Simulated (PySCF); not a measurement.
Stationary points of [NH3]-

Method: PBE0 in PySCF with N def2-TZVPD, H def2-TZVPD; no relativity; density-fitted integrals.

Relaxations began from a few typed shapes; open shells are unrestricted. The search is not exhaustive: other isomers or separated fragments can lie lower, and high-lying points may rest on an excited occupation.

Task: Which is the lowest minimum found?
A. doublet D3h: N–H 1.008 Å (×3); H–N–H 120.0° (×3)
B. doublet C3v: N–H 1.023 Å (×3); H–N–H 105.5° (×3)

Result: B. The others lie at 19.7 (doublet D3h, a saddle point) kJ/mol above it.

For the lowest minimum: the highest occupied level lies above zero, a sign of self-interaction error or too small a basis; response properties are unreliable. The lowest empty level of this anion is unbound, so it and the gap depend on the basis.
